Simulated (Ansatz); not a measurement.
## Ansatz (development build ahead of 0.2.0) run

```yaml
crystal:
  periodic: [false, false, false]
  atoms:
    - { symbol: H, position_ang: [0.0, 0.00033, -1.33488] }
    - { symbol: C, position_ang: [0.0, 5.0e-05, -0.16436] }
    - { symbol: P, position_ang: [0.0, -0.00038, 1.49924] }
basis:
  gaussian: { orbitals: def2-SVP }
magnetization:
  spin_polarized: true
hamiltonian:
  xc: hf
correlation:
  method: mp2
  frozen_orbitals: { C: 1, H: 0, P: 5 }
```

The input is written out in the form of the current development build from the run's settings.

The run gave:

```
Converged                                                          : yes
Reference energy                                                   : -378.98030 hartree
Correlation energy                                                 : -0.18919 hartree
Total energy                                                       : -379.16949 hartree
Spin squared of the determinant                                    : 1.034
Stability test                                                     : minimum
Occupied orbitals by symmetry in an Abelian subgroup (alpha; beta) : 9 A' 2 A''; 9 A' 2 A''
```

Messages of the program:
```
mean field -10312.57925314 eV, -378.9802974356 hartree, gradient 2.1e-6 eV, S^2 1.033937; 7 other ends of a descent, 0 dependent functions left out
```

Caution: the unrestricted determinant is a mixture of spin states; a plain start can end on a higher determinant.
